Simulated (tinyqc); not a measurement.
UHF in the sto-3g basis, for H2O+, spin multiplicity 2, step by step. This run ends on a higher stationary point, not on the lowest solution. One step of it, computed by the program tinyqc.

Question. Iteration 2: DIIS coefficients. Solve [B -1; -1 0][c; lambda] = [0; -1] for the coefficients, which sum to one.

B (overlaps of the stored error matrices):
$$\begin{pmatrix}
2.0097411e-01 & -1.4662492e-01 \\
-1.4662492e-01 & 6.2217913e-01
\end{pmatrix}$$

Give: DIIS coefficients.

Answer.

DIIS coefficients: [0.6886, 0.3114]
